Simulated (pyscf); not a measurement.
Structures and frequencies: ωB97X-D3(BJ)/def2-SVP in PySCF.

Task: For the elementary gas-phase step NH₃ (SMILES N) + HN=Ti(Cl)–Cl (SMILES [NH]=[Ti]([Cl])[Cl]) → H₂N–Ti(NH₂)(Cl)–Cl (SMILES [NH2][Ti]([NH2])([Cl])[Cl]) (singlet surface; H–N broken, N–Ti, H–N formed), what barrier and reaction energy does ωB97M-D3(BJ)/def2-TZVP give, measured from the separated reactants?

Result: ΔE‡ = -0.48 eV, ΔE = -2.16 eV. Zero-point energy shifts the barrier by -0.04 eV. It is an addition across a multiple bond or ene-type step, with an imaginary mode of 1813i cm⁻¹. On the reactant side the descent ends in an adduct with a N–Ti contact, 1.92 eV under the separated species and 1.34 eV under the saddle at ωB97X-D3(BJ)/def2-TZVP. At ωB97M-D3(BJ) the saddle lies under the separated reactants, which points to a path from their complex (located at ωB97X-D3(BJ) alone). What is counted as formed (N–Ti) is already present as a longer contact in the reactant adduct; forming that adduct is a step of its own. At the saddle there is also a short H–Ti contact that neither side keeps. At ωB97X-D3(BJ) the barrier from the zero used here is -0.58 eV. One saddle was located; it need not be the lowest between these sides.
